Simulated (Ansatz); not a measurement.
# BH3O: the cost of one run

Method: UKS revPBE/def2-SVPD, in Ansatz 0.2.0.

## 1. The structure to begin with

Bond lengths: B1–O3 1.268 Å, B1–H4 1.254 Å, B1–H5 1.166 Å. Angles: O3–B1–H4 61.4°, O3–B1–H5 139.9°, H4–B1–H5 158.7°.

Structure file:

```xyz
5

B     0.0481    0.2286   -0.3133
H     0.1857    0.0487    1.1870
O    -0.4428   -0.8868   -0.6624
H    -0.1740   -0.6323    0.5709
H     0.3830    1.2418   -0.7822
```

## 2. Run 1

150 steps of 0.5 fs at constant energy, with velocities drawn for 600 K.

input.yaml

```yaml
crystal:
  periodic: [false, false, false]
  atoms:
    - { symbol: B, position_ang: [0.0481, 0.2286, -0.3133] }
    - { symbol: H, position_ang: [0.1857, 0.0487, 1.187] }
    - { symbol: O, position_ang: [-0.4428, -0.8868, -0.6624] }
    - { symbol: H, position_ang: [-0.174, -0.6323, 0.5709] }
    - { symbol: H, position_ang: [0.383, 1.2418, -0.7822] }
magnetization:
  spin_polarized: true
basis:
  gaussian: { orbitals: def2-SVPD }
hamiltonian:
  xc: revpbe
md:
  timestep: 0.5
  n_steps: 150
  ensemble: nve
  temperature: 600.0
  initial_velocities: maxwell_boltzmann
  seed: 38696
```

On the command line:

```bash
> ansatz run input.yaml --threads 1 --pin off --max-ram 2048MiB --backend cpu --events-out ev --progress --plain --runs-dir out
```

**Question.** How long does this run take on 1 thread of an Arm CPU, shared host, and how much memory does it need?

About 3.1 min, with a peak of 0.1 GiB.
